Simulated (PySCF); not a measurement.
Bonds broken one at a time in the series C F-H. Gas-phase values, no solvent. Strings in code marks are SMILES.

Computed with B3LYP-D3(BJ)/def2-TZVP run with PySCF 2.14.0. B3LYP has the VWN-RPA correlation part, as in Gaussian. 

```json
[
 {"species": "radical fragment (`[F]`)", "dipole moment (D)": "0.00"},
 {"species": "radical fragment (`[CH2]F`)", "dipole moment (D)": "1.34"},
 {"species": "whole molecule (`CF`)", "dipole moment (D)": "1.87"},
 {"species": "radical fragment (`[CH3]`)", "dipole moment (D)": "[?]"}
]
```

**Question.** What belongs in the gaps?

**Answer.** 
- radical fragment (`[CH3]`), dipole moment (D): 0.00
